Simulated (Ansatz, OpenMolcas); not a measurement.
**How methods differ on AlH3 (SMILES [AlH3])**

AlH3 has 4 atoms, charge 0, and is taken as a singlet. SMILES: `[AlH3]`. The shape is that of a PBE0-D4/def2-TZVP optimisation.

```xyz
4

Al    0.0137   -0.0148   -0.0051
H     0.6332    0.6709    1.2836
H    -1.3408   -0.8320    0.1051
H     0.7494    0.1157   -1.4039
```

Each level gives the vertical electron affinity (to the doublet anion) (eV). The values are calculated.

The electron affinity is E(neutral) − E(anion): positive where the electron is bound.

```json
{"level": "PBE/6-31G* (spherical functions)", "kind": "GGA", "program": "Ansatz", "value (eV)": "0.10", "less FCI/6-31G*": "+0.47", "CPU time (all runs)": "1.9 s"}
{"level": "revPBE/6-31G* (spherical functions)", "kind": "GGA", "program": "Ansatz", "value (eV)": "0.07", "less FCI/6-31G*": "+0.44", "CPU time (all runs)": "1.8 s"}
{"level": "B3LYP/6-31G* (spherical functions)", "kind": "global hybrid", "program": "OpenMolcas", "value (eV)": "-0.03", "less FCI/6-31G*": "+0.34", "CPU time (all runs)": "7.1 s"}
{"level": "CAM-B3LYP/6-31G* (spherical functions)", "kind": "range-separated hybrid", "program": "Ansatz", "value (eV)": "-0.09", "less FCI/6-31G*": "+0.28", "CPU time (all runs)": "2.6 s"}
{"level": "wB97M-V/6-31G* (spherical functions)", "kind": "range-separated hybrid", "program": "Ansatz", "value (eV)": "-0.21", "less FCI/6-31G*": "+0.16", "CPU time (all runs)": "24 s"}
{"level": "MP2/6-31G* (spherical functions)", "kind": "perturbation theory", "program": "Ansatz", "value (eV)": "-0.45", "less FCI/6-31G*": "-0.08", "CPU time (all runs)": "0.26 s"}
{"level": "BCCD(T)/6-31G* (spherical functions)", "kind": "coupled cluster or CI", "program": "Ansatz", "value (eV)": "-0.37", "less FCI/6-31G*": "0.00", "CPU time (all runs)": "0.5 s"}
{"level": "FCI/3-21G", "kind": "exact in the basis", "program": "Ansatz", "value (eV)": "-0.45", "less FCI/6-31G*": "-0.08", "CPU time (all runs)": "1.7 s"}
{"level": "FCI/6-31G* (spherical functions)", "kind": "exact in the basis", "program": "Ansatz", "value (eV)": "-0.37", "less FCI/6-31G*": "0.00", "CPU time (all runs)": "22 s"}
```

FCI/6-31G* (spherical functions) is exact within its basis and frozen core, so for wave-function methods in that basis the difference is their error; functionals converge differently with the basis, so for them it is only a difference. Where it was recorded, the anion's HOMO is positive in B3LYP/6-31G*: a fault of the level (basis or self-interaction), which says nothing on whether the real anion is bound. The values span -0.45 to 0.10 eV. High-level rows in very small sets aren't better than simpler rows in larger ones. Negative values mean that the anion is unbound at that level; they are set by how diffuse the basis is and aren't properties of the molecule, whose anion may well be bound. In so small a basis fixed costs decide the times, and correlated methods can beat functionals. Times are those of the runs behind each value, whatever else they computed, on shared processors of several kinds: orders of magnitude only.
